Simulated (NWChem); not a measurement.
# Ionisation of chlorine (Cl$_{2}$)

```xyz
2

Cl     0.0000     0.0000     1.0128
Cl     0.0000     0.0000    -1.0128
```
Charge 0, spin multiplicity 1.

Program: NWChem. The geometry was optimised at PBE0/def2-SVP, a minimum by its harmonic frequencies.

Basis set: def2-TZVP. The species with one electron less has spin multiplicity 2 and keeps the geometry of the parent. Δ marks differences of total energies (open shells unrestricted). −ε marks an orbital energy of the parent. That orbital need not have the symmetry of the hole or added electron in the Δ rows.

B3LYP has NWChem's definition, with VWN1-RPA local correlation. The stability of the SCF solutions was not checked.

Question: Order these methods by the first vertical ionisation energy they give, lowest first: −ε(HOMO) of HF, −ε(HOMO) of B3LYP, −ε(HOMO) of PBE, −ε(HOMO) of LDA (SVWN5), ΔB3LYP.

Answer: −ε(HOMO) of PBE (7.30 eV), −ε(HOMO) of LDA (SVWN5) (7.43 eV), −ε(HOMO) of B3LYP (8.47 eV), ΔB3LYP (11.49 eV), −ε(HOMO) of HF (12.15 eV)
